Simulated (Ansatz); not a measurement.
# How the smallest direct gap on the k points sampled of tetradymite Bi2Te3 moves with the method

No measured value is used here.

| level (code) | value (eV) |
|---|---|
| LDA+SOC (Ansatz) | 0.11 |
| PBE+SOC (Ansatz) | 0.11 |
| r²SCAN+SOC (Ansatz) | 0.14 |
| B3LYP (VWN-RPA form) (Ansatz) | ___ |
| PBE0 (Ansatz) | 1.13 |

Question: Complete the blanks.

Answer: 
- B3LYP (VWN-RPA form) (Ansatz, an electronic-structure program), value (eV): 0.98

Computed values are for a static lattice. Spin–orbit coupling is included only where a level's name says +SOC; with heavier elements it mostly lowers gaps and can invert bands.  Values are at the measured cell. Cutoffs and k meshes differ between the levels. Ansatz's density-functional and Hartree–Fock values are scalar-relativistic unless marked +SOC, with PAW data made under PBE.
